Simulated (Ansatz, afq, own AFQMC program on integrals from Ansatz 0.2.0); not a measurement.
# SiNH$_{4}$, doublet → SiNH4⁺, singlet

```xyz
6

Si   -0.0906    0.0000    0.5953
N     0.1128    0.0000   -1.1178
H     0.5792   -1.2268    1.1210
H     0.5792    1.2268    1.1210
H    -0.0998   -0.8301   -1.6484
H    -0.0998    0.8301   -1.6484
```

Connectivity, by distances: SiH2–NH2.

E(singlet, charge +1) − E(doublet, charge +0) at this geometry, on UHF and RHF determinants.

Basis 6-31G. Only valence electrons are correlated. Ansatz 0.2.0 and our own AFQMC program on the same integrals; the CISD trial comes from CCSD amplitudes, and released means the phaseless constraint is let go. ± is one standard error of the sampling. The errors of all members are added in quadrature.

No full CI on the walks' own integrals is used here; CCSDTQ serves as the reference and is uncertain by about the last step of the cluster series. Each member takes its own surest rung, up to full CI.

Errors are counted within 6-31G, not against nature.

Cautions: SiNH₄⁺ (singlet): restricted determinant unstable towards unrestricted (UHF 36 meV lower, ⟨S²⟩ 0.32), raised T1 diagnostic (T1 0.031, weight of the determinant 0.88, largest double 0.14), the released energies are still falling, so no released level is given (meV from the phaseless value at times in 1/Eh: -2 ± 4 at 0.24, 1 ± 4 at 0.51, -10.8 ± 2.4 at 0.99, -16 ± 4 at 1.62, -18 ± 4 at 2.40), though the last usable value meets CCSDTQ within the noise, its ph-AFQMC/CISD value lies 18 ± 6 meV above CCSDTQ.

```
level  vertical ionization energy (kJ/mol)
  MP2                                666.2
 CCSD                                662.7
```

Problem. From these cheaper values, estimate the vertical ionization energy at the reference level in 6-31G.

Solution. 654.7 kJ/mol (CCSDTQ in 6-31G).

```json
{"level": "HF", "vertical ionization energy (kJ/mol)": "710.9", "error against CCSDTQ (kJ/mol)": "56.2"}
{"level": "CCSD(T)", "vertical ionization energy (kJ/mol)": "655.3", "error against CCSDTQ (kJ/mol)": "0.6"}
{"level": "CCSDT", "vertical ionization energy (kJ/mol)": "655.0", "error against CCSDTQ (kJ/mol)": "0.4"}
{"level": "CCSDT(Q)", "vertical ionization energy (kJ/mol)": "654.4", "error against CCSDTQ (kJ/mol)": "-0.3"}
{"level": "ph-AFQMC/CISD", "vertical ionization energy (kJ/mol)": "656.3 ± 0.6", "error against CCSDTQ (kJ/mol)": "1.6 ± 0.6"}
```

Correlation beyond CCSD(T) takes off 0.6 kJ/mol. The perturbative (T) step is worth −7.4 kJ/mol.

CCSDT and higher add their correlation energy to the determinant of the CCSD(T) run, since their own runs factorise the integrals more tightly (a shift of under 2 meV). A walk keeps the symmetry of its determinant, which the program's search chose and which needn't be the lowest solution, so a lower state of the same spin and another symmetry isn't excluded.
